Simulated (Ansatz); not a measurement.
`C=C(O)OCF`, relaxed with RKS PBE-D4/def2-SVP in Ansatz from a rough embedded geometry. The force threshold is 0.03 eV/Å; the program also tests the step.

The species carries charge 0 and has multiplicity 1.

Start:

```xyz
11

C     0.912   -1.207   -0.249
C     0.866    0.125    0.074
O     2.063    0.754    0.274
O    -0.257    0.944    0.123
C    -1.520    0.305    0.024
F    -2.445    1.315    0.196
H    -0.001   -1.779   -0.372
H     1.818   -1.682   -0.298
H     1.849    1.727    0.416
H    -1.612   -0.070   -0.986
H    -1.673   -0.431    0.799
```

**Question.** How much energy does the relaxation release, and in how many steps? (An estimate is asked.)

**Answer.** The calculation gave: 30.49 kJ/mol, in 5 steps.

**Question.** Which bonds change most? (Best estimate.)

**Answer.** Computed: C1–H8 from 1.025 to 1.096 Å; C5–H11 from 1.079 to 1.117 Å; C5–H10 from 1.082 to 1.117 Å; O3–H9 from 1.007 to 0.977 Å.

**Question.** Give the relaxed structure. (Estimate.)

**Answer.** The calculation gave: 
```xyz
11

C     0.875   -1.214   -0.222
C     0.880    0.110    0.052
O     2.014    0.819    0.240
O    -0.210    0.923    0.180
C    -1.483    0.342    0.020
F    -2.391    1.332    0.206
H    -0.051   -1.778   -0.375
H     1.834   -1.739   -0.294
H     1.748    1.741    0.423
H    -1.584   -0.075   -1.011
H    -1.634   -0.460    0.782
```
